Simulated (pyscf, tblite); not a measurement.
silylene (SiH₂) [singlet] + methane (CH₄) -> methylsilane (H₃C–SiH₃): energy along the mass-weighted descent from the GFN2-xTB saddle (tblite), relative to the relaxed reactant side, a complex of the molecules.

```
s (amu^1/2 bohr)  E (kcal/mol)
----------------  ------------
-8.96                      1.8
-8.77                      2.0
-8.59                      2.2
-8.40                      2.4
-8.14                      2.7
-7.94                      3.0
-7.70                      3.4
-6.84                      4.3
-5.76                      5.1
-4.68                      6.1
-3.60                      7.7
-2.64                      9.7
-1.56                     13.3
-0.480                    26.5
0.600                     25.1
1.68                      -0.5
2.76                     -21.8
3.84                     -35.9
4.92                     -44.2
5.21                     -44.9
5.28                     -44.9
```

Q: The GFN2-xTB barrier from the reactant side is 132.2 kJ/mol. What does ωB97X-D3(BJ) (PySCF) give from its own reactant-side minimum, in def2-SVP and in def2-TZVP?

A: 95.8 kJ/mol in the double-zeta basis after reoptimising the saddle, and 95.6 kJ/mol in the triple-zeta single point, so the tight-binding barrier lies 36.7 kJ/mol over the latter. The imaginary mode goes from 1338i to 1346i cm⁻¹.
